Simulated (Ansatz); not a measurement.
Input file:

```yaml
crystal:
  periodic: [false, false, false]
  atoms:
    - {symbol: Si, position_ang: [0.000000, 0.075412, 1.087456]}
    - {symbol: Si, position_ang: [0.000000, -0.025003, -1.191976]}
    - {symbol: H, position_ang: [0.000000, 1.268526, 1.983464]}
    - {symbol: H, position_ang: [0.000000, -1.128144, 1.967446]}
    - {symbol: H, position_ang: [0.000000, -1.545010, -1.038535]}
basis:
  gaussian: {orbitals: def2-SVP, fitting: {mean_field: def2-universal-jkfit}, point_charges: [{charge: 0.50, position_ang: [4.392, -0.124, -0.735]}]}
magnetization: {spin_polarized: true, initial_magnetization: 1}
hamiltonian: {xc: hf}
scf: {lower_state_search: light}
output: {orbitals: {seedname: orbitals}}
```

```sh
$ ansatz run in.yaml --threads 1 --pin off --events-out ev --progress --plain --max-ram 2393MiB
```

The program prints:

```
310 factors; integrals over basis functions are off by at most 3.9e-1 eV
mean field evaluation 1: about -15763.5725 eV, gradient 7.6e0 eV
mean field evaluation 2: about -15764.2167 eV, gradient 2.4e0 eV
mean field evaluation 4: about -15764.3210 eV, gradient 4.3e-1 eV
mean field evaluation 8: about -15764.3402 eV, gradient 8.5e-4 eV
mean field evaluation 16: about -15764.3008 eV, gradient 4.5e-1 eV
mean field evaluation 32: about -15764.2344 eV, gradient 7.8e-1 eV
mean field evaluation 64: about -15763.1850 eV, gradient 2.0e-1 eV
mean field -15764.34019166 eV, -579.3288165900 hartree, gradient 7.8e-6 eV, S^2 0.822540; 1 other end points of the search recorded, 0 dependent functions left out
reference -15764.34019166 eV, -579.3288165900 hartree; 16, 15 occupied and 35, 36 virtual orbitals, 310 factors
Total energy: -15764.34019166 eV, -579.3288165900 hartree
```

Ran on 1 thread of Intel Xeon Platinum 8488C, shared host: 0.72 s wall, 0.19 GiB peak host memory.
